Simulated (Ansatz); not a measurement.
# B₂H (quartet): wave-function methods side by side at distance B1–B2 = 2.858 Å, 6-31G

How much of the correlation energy of B₂H (quartet) does each wave-function method recover here?

Method: 6-31G, core rule «outside noble gas», up to 2 orbitals frozen; program: Ansatz 0.2.0, Gaussian basis.

The runs, in order: UHF; CCSD(T) on ROHF; CCSD(T) on UHF; BCCD(T) on ROHF; CISD; CCSDT(Q) on ROHF; CCSDT(Q) on UHF; CISDTQ; CCSDTQ on ROHF; CCSDTQ on UHF; CASSCF and MRCISD+Q, 5 electrons in 5 orbitals; CASSCF and NEVPT2, 5 electrons in 5 orbitals; CASSCF and MRCISD+Q, 7 electrons in 9 orbitals; CASSCF and NEVPT4(SD), 7 electrons in 9 orbitals; CASSCF and NEVPT2, 7 electrons in 9 orbitals; Full CI.

22 further runs of the same task are left out: 15 that didn't finish, 7 set aside as unsound or not needed.

### 1 What is computed

The geometry derives from a PBE0/def2-TZVP stationary point (not a proven minimum). One bond is set to the value named and the two fragments are kept rigid.

3 atoms, charge 0, spin multiplicity 4.

Atoms are counted from 1 here; the program's logs count them from 0.

Bond lengths: B1–H3 1.178 Å.

### 2 UHF

The input, in.yaml:

```yaml
crystal:
  periodic: [false, false, false]
  atoms:
    - {symbol: B, position_ang: [0.000000, 0.000000, 0.559918]}
    - {symbol: B, position_ang: [0.000000, 0.000000, -2.298082]}
    - {symbol: H, position_ang: [0.000000, 0.000000, 1.738165]}
basis:
  gaussian: {orbitals: 6-31G}
magnetization: {spin_polarized: true, initial_magnetization: 3}
hamiltonian: {xc: hf}
output: {orbitals: {seedname: orbitals}}
```

Started as:

```console
$ ansatz run in.yaml --threads 1 --pin off --events-out ev --progress --plain --max-ram 2393MiB
```

Further steps of the session: CCSD(T) on ROHF; CCSD(T) on UHF; BCCD(T) on ROHF; CISD; CCSDT(Q) on ROHF; CCSDT(Q) on UHF; CISDTQ; CCSDTQ on ROHF; CCSDTQ on UHF; CASSCF and MRCISD+Q, 5 electrons in 5 orbitals; CASSCF and NEVPT2, 5 electrons in 5 orbitals; CASSCF and MRCISD+Q, 7 electrons in 9 orbitals; CASSCF and NEVPT4(SD), 7 electrons in 9 orbitals; CASSCF and NEVPT2, 7 electrons in 9 orbitals; Full CI.

Before running them: what should the planned runs give, taken together? Wanted: FCI below the RHF energy; RMP2 from FCI; UMP2 from FCI; RCCSD from FCI; RCCSD(T) from FCI; UCCSD(T) from FCI; RCCSDT(Q) from FCI; UCCSDT(Q) from FCI; NEVPT2 pair from FCI.

As calculated:

| quantity | value |
| --- | --- |
| FCI below the RHF energy | -2.3808 eV |
| RMP2 from FCI | +1063.8 meV |
| UMP2 from FCI | +1057.5 meV |
| RCCSD from FCI | +180.0 meV |
| RCCSD(T) from FCI | +132.1 meV |
| UCCSD(T) from FCI | +132.4 meV |
| RCCSDT(Q) from FCI | -1.9 meV |
| UCCSDT(Q) from FCI | -1.3 meV |
| NEVPT2 pair from FCI | +882.3 meV |
| MRCISD+Q pair from FCI | +130.9 meV |
| NEVPT2 valence from FCI | +242.6 meV |
| levels within 1 kcal/mol (43 meV) | RCCSDT, UCCSDT, CISDTQ, RCCSDT(Q), UCCSDT(Q), RCCSDTQ, UCCSDTQ, MRCISD valence, MRCISD+Q valence |
| T1 diagnostic | 0.044 |
| effectively unpaired electrons | 3.28 |

In words: RCCSD(T) misses by +132.1 meV, 5.6 % of the correlation energy. The occupations show some static correlation. Of the multireference levels listed MRCISD+Q valence comes nearest in total energy (+6.2 meV), which doesn't show that its space is the better one. These misses are within one basis, not against nature; the frozen cores of restricted and unrestricted runs differ, which can shift their rows.
